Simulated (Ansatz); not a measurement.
Geometry optimisation, UKS PBE/def2-SVP (Ansatz).

input.yaml

```yaml
crystal:
  periodic: [false, false, false]
  atoms:
    - { symbol: Si, position_ang: [0.000286, 0.0, -0.081447] }
    - { symbol: F, position_ang: [4.8e-05, 0.0, 1.537896] }
    - { symbol: H, position_ang: [1.422147, 0.0, -0.557432] }
    - { symbol: H, position_ang: [-0.710547, 1.231302, -0.557714] }
    - { symbol: H, position_ang: [-0.710547, -1.231302, -0.557714] }
    - { symbol: Cl, position_ang: [1.3e-05, 0.0, 4.237811] }
magnetization:
  spin_polarized: true
  initial_magnetization: 1
basis:
  gaussian: { orbitals: def2-SVP }
hamiltonian:
  xc: pbe
relax:
  f_tol: 0.03
  max_steps: 50
```

Run as:

```bash
$ ansatz run input.yaml --threads 1 --pin off --max-ram 2048MiB --backend cpu --events-out ev --progress --plain --runs-dir out
```

**Question.** Where does it end, and by what steps?

**Answer.** It converged. The force dipped under the threshold on the way, but the program's further checks kept it going. After 16 steps the energy has fallen by 0.081 eV; Cl6 moved furthest, 1.02 Å.

| step | energy less start (eV) | largest force component (eV/Å) | accepted |
| --- | --- | --- | --- |
| 0 | 0.0000 | 0.889 | yes |
| 1 | -0.0077 | 0.532 | yes |
| 2 | -0.0119 | 0.036 | yes |
| 3 | -0.0120 | 0.012 | yes |
| 4 | -0.0121 | 0.016 | yes |
| 5 | -0.0124 | 0.017 | yes |
| 6 | -0.0125 | 0.008 | yes |
| 7 | -0.0198 | 0.050 | yes |
| 8 | -0.0244 | 0.037 | yes |
| 9 | -0.0369 | 0.294 | yes |
| 10 | -0.0458 | 0.542 | yes |
| 11 | -0.0638 | 0.366 | yes |
| 12 | -0.0716 | 0.168 | yes |
| 13 | -0.0731 | 0.136 | yes |
| 14 | -0.0802 | 0.058 | yes |
| 15 | -0.0800 | 0.059 | no |
| 16 | -0.0808 | 0.002 | yes |

```xyz
6
Properties=species:S:1:pos:R:3
Si -0.113 0.000 0.053
F -0.884 0.000 1.523
H 1.364 0.000 0.289
H -0.546 1.234 -0.680
H -0.546 -1.234 -0.680
Cl 0.726 0.000 3.516
```

Whether the end is a true minimum wasn't checked by a vibrational analysis.

Run time: 59 s on 1 thread of Arm Neoverse V1 (shared host), peak memory 0.13 GiB.
